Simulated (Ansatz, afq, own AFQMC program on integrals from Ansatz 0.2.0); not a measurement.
Integrals from Ansatz 0.2.0, then the random walk in our own AFQMC program (afq).

```yaml
crystal:
  periodic: [false, false, false]
  atoms:
    - {symbol: B, position_ang: [-2.112895, 0.040114, 0.000000]}
    - {symbol: H, position_ang: [-2.709628, 1.073685, 0.000000]}
    - {symbol: H, position_ang: [-2.709629, -0.993457, 0.000000]}
    - {symbol: H, position_ang: [-0.919430, 0.040114, 0.000000]}
    - {symbol: Si, position_ang: [0.930105, 0.040114, 0.000000]}
    - {symbol: H, position_ang: [1.542285, -0.834170, 1.090012]}
    - {symbol: H, position_ang: [1.542285, -0.834170, -1.090012]}
basis:
  gaussian: {orbitals: cc-pVDZ}
magnetization: {spin_polarized: true, initial_magnetization: 0}
correlation: {method: ccsd_t, electrons: outside_noble_gas, hamiltonian_folder: ham}
```

```sh
$ ansatz run in.yaml --threads 1 --pin off --events-out ev --progress --plain --max-ram 24576MiB --backend cuda --devices 0, --max-vram 18GiB
```

Options of the walk:

```
--method phaseless --trial cisd --walkers 4000 --populations 20 --least-time 60 --time-step 0.005 --steps-per-block 50 --equilibration-blocks 28 --max-blocks 4000 --target-error 0.00021 --factor-cut 1e-05 --start spin_pure --seed 4309 --release-times 0.24,0.51,0.99,1.62,2.4 --release-step 0.03 --release-every 3 --taylor-order 6
```

Times are imaginary, in 1/Eh. The walk had a cap of 126 s. With eight or more populations the least sampling time is a fifth of least-time, and the error comes from their spread.

Log:

```
orbitals 51  electrons 6 6  factors 393 of 530
reference energy -316.37945865 Eh
CCSD correlation -0.23964130 Eh in 12 cycles, weight of the determinant in the CISD state 0.8647
energy of the start -316.619104 Eh
 block  time / (1/Eh)  mean weight  energy / Eh
     1     0.250  1.0001  -316.614564
     2     0.500  0.9999  -316.615439
     3     0.750  0.9998  -316.617427
     4     1.000  0.9998  -316.619024
     5     1.250  0.9999  -316.620289
     8     2.000  0.9996  -316.622966
    11     2.750  1.0002  -316.624441
    14     3.500  1.0001  -316.624353
    17     4.250  1.0000  -316.624055
    20     5.000  1.0002  -316.624882
    23     5.750  1.0002  -316.625646
    26     6.500  0.9999  -316.624773
    29     7.250  0.9999  -316.625251
    32     8.000  0.9998  -316.624992
    35     8.750  0.9998  -316.625324
    38     9.500  1.0001  -316.625025
    41    10.250  1.0001  -316.624784
    44    11.000  1.0000  -316.625253
    47    11.750  1.0000  -316.625502
    50    12.500  0.9997  -316.625326
    53    13.250  1.0000  -316.625880
    54    13.500  1.0003  -316.626109
    56    14.000  1.0000  -316.625881
    59    14.750  1.0001  -316.625147
    62    15.500  0.9999  -316.625270
    64    16.000  0.9999  -316.624145
    65    16.250  1.0002  -316.624383
    68    17.000  0.9995  -316.625679
    71    17.750  1.0001  -316.624882
    74    18.500  1.0000  -316.625858
    77    19.250  0.9999  -316.625057
    78    19.500  0.9999  -316.625096
error from the spread of 20 populations
released: time / (1/Eh)  energy / Eh  error  mean overlap
  0.24  -316.625196  0.000111  1.0007
  0.51  -316.625354  0.000081  0.9995
  0.99  -316.625524  0.000077  0.9958
  1.62  -316.625598  0.000093  0.9940
  2.40  -316.625686  0.000136  0.9873
energy -316.625201 +/- 0.000124 Eh
(rows thinned)
```

The run passed its tests (sampling time, drift between the halves within three errors, error under three times the target), which doesn't prove that it has relaxed.

Against this walk (error 3.4 meV) on the same determinant: CCSD(T) 27.5 meV higher, CCSDT(Q) 9.1 meV lower. The error is statistical and leaves out the bias of the constraint. The released energies are still falling (meV from the phaseless value at times in 1/Eh: 0 ± 3 at 0.24, -4.1 ± 2.2 at 0.51, -8.8 ± 2.1 at 0.99, -11 ± 3 at 1.62, -13 ± 4 at 2.40), so they give no level.

Cautions: constraint bias not in the error; an unrestricted solution with more broken spin lies lower (9 meV, ⟨S²⟩ 0.14), while this determinant keeps restricted orbitals.

The walk took 96 s on 1 × NVIDIA H100 80GB HBM3 with 2 threads of AMD EPYC 7R13 Processor (Zen 3), with other jobs on the host (the card was shared). The log's last line is the phaseless energy.

CCSDT and higher add their correlation energy to the determinant of the CCSD(T) run, since their own runs factorise the integrals more tightly (a shift of under 2 meV). A walk keeps the symmetry of its determinant, which the program's search chose and which needn't be the lowest solution, so a lower state of the same spin and another symmetry isn't excluded.
